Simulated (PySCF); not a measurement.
The dipole of `FCF` (CH2F2) from its density and from atomic charges.

Coordinates (PBE0-D3(BJ)/def2-SVP, Å) and charges (e) from the PBE0/pcSseg-1 density (PySCF):

| atom | x | y | z | Mulliken | IAO | Hirshfeld | ESP-fitted |
| --- | --- | --- | --- | --- | --- | --- | --- |
| F1 | 1.222 | 0.468 | 0.037 | -0.3025 | -0.3004 | -0.1115 | -0.2149 |
| C2 | -0.013 | -0.061 | -0.006 | +0.4209 | +0.3247 | +0.1175 | +0.3046 |
| F3 | -0.923 | 0.922 | 0.110 | -0.3024 | -0.3003 | -0.1115 | -0.2144 |
| H4 | -0.133 | -0.763 | 0.838 | +0.0920 | +0.1380 | +0.0528 | +0.0622 |
| H5 | -0.153 | -0.566 | -0.979 | +0.0920 | +0.1380 | +0.0527 | +0.0625 |

Q: Compute μ = Σ q r for each scheme (1 e·Å = 4.803 D) and compare with the dipole of the full density.

A: The full density gives (-0.40, -1.87, -0.20) D, 1.92 D in size; dipole vectors point from the negative to the positive end.

```csv
scheme,μx,μy,μz,size (D),share of the full size (%),angle to the full dipole (°)
Mulliken,-0.59,-2.73,-0.29,2.81,146,0
IAO,-0.64,-2.98,-0.32,3.07,160,0
Hirshfeld,-0.24,-1.12,-0.12,1.15,60,0
ESP-fitted,-0.42,-1.92,-0.20,1.98,103,0
```

Q: Which set comes closest?

A: Length of the difference vector: ESP-fitted 0.06 D, Hirshfeld 0.77 D, Mulliken 0.89 D, IAO 1.15 D. Closest: ESP-fitted. ESP charges are fitted to the potential around the molecule, whose slowest-falling term is the dipole's. The schemes that divide the density aren't constrained to reproduce the dipole.

Q: What is left for the Hirshfeld atoms' own dipoles?

A: The Hirshfeld atoms' densities add up to the full density, so μ = Σ q r + Σ (atomic dipoles). The atomic dipoles sum to (-0.40, -1.87, -0.20) − (-0.24, -1.12, -0.12) = (-0.16, -0.75, -0.08) D, 0.77 D in size.

Q: With the origin at the mean of the coordinates, (0.000, 0.000, 0.000) Å, which are the largest single terms, by size, of the Mulliken dipole along the direction of the full one?

A: F1 +1.04, F3 +1.04, H4 +0.30, H5 +0.30, C2 +0.13 D; all 5 atoms together +2.81 D. The single terms depend on the origin, their sum doesn't.

Q: Give the size of the full dipole in other units.

A: 1.92 D = 0.755 au = 0.400 e·Å = 6.40 × 10⁻³⁰ C·m.

Geometry: PBE0-D3(BJ)/def2-SVP; no solvent, vibrations or thermal averaging.
